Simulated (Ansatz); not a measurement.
# B₃H (quintet): the correlation ladder, def2-TZVPP

One table from this session's results is given with a row withheld; the runs are named, their logs left out.

Computed with Ansatz 0.2.0, Gaussian basis. Level: def2-TZVPP, core rule «outside noble gas», up to 3 orbitals frozen.

Plan: UHF; ROHF; CCSD(T) on UHF.

2 further runs of the same task are left out: 2 set aside as unsound or not needed.

### The system

The geometry is a PBE0/def2-TZVP stationary point (not a proven minimum) of the parent state, kept for this charge and spin.

4 atoms, charge 0, spin multiplicity 5.

Atoms are counted from 1 here; the program's logs count them from 0.

Bond lengths: B1–B2 1.556 Å, B1–B3 1.548 Å, B2–B3 1.853 Å, B2–H4 1.183 Å. Angles: B2–B1–B3 73.3°, B1–B2–B3 53.2°, B1–B2–H4 169.4°, B3–B2–H4 137.4°, B1–B3–B2 53.5°.

The first run:

The input, in.yaml:

```yaml
crystal:
  periodic: [false, false, false]
  atoms:
    - {symbol: B, position_ang: [0.000000, -0.796508, -0.346642]}
    - {symbol: B, position_ang: [0.000000, 0.061998, 0.950518]}
    - {symbol: B, position_ang: [0.000000, 0.685766, -0.794078]}
    - {symbol: H, position_ang: [0.000000, 0.522819, 2.040076]}
basis:
  gaussian: {orbitals: def2-TZVPP}
magnetization: {spin_polarized: true, initial_magnetization: 4}
hamiltonian: {xc: hf}
output: {orbitals: {seedname: orbitals}}
```

On the command line:

```bash
$ ansatz run in.yaml --threads 1 --pin off --events-out ev --progress --plain --max-ram 4096MiB --backend cpu
```

Among the steps run: UHF; ROHF; CCSD(T) on UHF.

One table of the session follows, with a row left open; its other results are not shown here.

```
  method  from UCCSD(T) (kcal/mol)
    ROHF                   +154.18
     UHF                   +152.18
    UMP2                         ?
   UCCSD                     +7.53
UCCSD(T)                         0
```

**Question.** Estimate the row for UMP2.

**Answer.** from UCCSD(T) (kcal/mol): +27.33. In the column «from UCCSD(T) (kcal/mol)» it lies between UCCSD (+7.53) and UHF (+152.18).
